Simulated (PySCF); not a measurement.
# The bond of BP, level by level

What are the lowest state that PBE0 finds, the bond length, vibrational wavenumber and bond energy of BP, and how much do these hang on the method?

The runs use PySCF 2.14.0; B 6-31G(d,p), P 6-31G(d,p), no relativity.

### Step 1. Input

Settings of the job:

- atoms: B, P
- charge: 0
- basis: B 6-31G(d,p), P 6-31G(d,p)
- Hamiltonian: no relativity
- basis functions: 32
- electrons treated: 20
- masses in u: 11.0093, 30.9738
- levels: PBE0, PBE, r²SCAN, LDA, r²SCANh, r²SCAN0, HSE06, HF, MP2, SCS-MP2, CCSD, CCSD(T)
- grid: 80 radial by 434 angular points
- occupations: held fixed by the projection of orbital angular momentum
- dissociation limit: B + P, each in its ground configuration
- starting distance in angstrom: 1.880
- values of 2S to try: 0, 2, 4

The runs that follow: PBE0 along the bond; Higher solutions at PBE0; PBE; r²SCAN (meta-GGA); LDA (local density); r²SCANh; r²SCAN0 (hybrid meta-GGA); HSE06; ROHF; Correlated methods on the Hartree–Fock reference.

Q: Predict the outcome of this session. Wanted: for each run, Re; ωe; De; μ.

As calculated:

Lowest PBE0 solution found, without spin–orbit coupling: ³Π (triplet), unpaired electrons σ ↑, π ↑. State 2 has its PBE0 minimum 0.15 eV higher, as a spin-mixed determinant (⟨S²⟩ = 1.03), so this is no gap between pure states. State 3 has its PBE0 minimum 0.80 eV higher. State 4 has its PBE0 minimum 1.08 eV higher. The other levels ran on the lowest alone.

```csv
level,Re (Å),ωe (cm⁻¹),De (eV),μ (D)
ROHF,1.722,1057,1.64,-1.17
ROHF-MP2,1.746,997,2.93,n/a
ROHF-SCS-MP2,1.748,985,2.75,n/a
ROHF-CCSD,1.749,979,2.64,n/a
ROHF-CCSD(T),1.760,948,2.85,n/a
LDA,1.754,955,4.46,-0.29
PBE,1.765,935,3.84,-0.37
r²SCAN,1.750,977,3.69,-0.59
r²SCANh,1.745,988,3.58,-0.63
PBE0,1.746,981,3.54,-0.55
r²SCAN0,1.738,1003,3.42,-0.69
HSE06,1.747,977,3.53,-0.54
```

De is counted to B + P in their ground configurations. A positive dipole means B(−)P(+).

The methods spread over 0.043 Å in bond length, from ROHF to PBE. Of the levels with a De here, ROHF gives the least (1.64 eV) and LDA the most (4.46 eV).

Correlated steps freeze 6 core orbitals. T1 is 0.037 near the minimum (highest on the curve 0.057), which may point to more than one leading configuration.
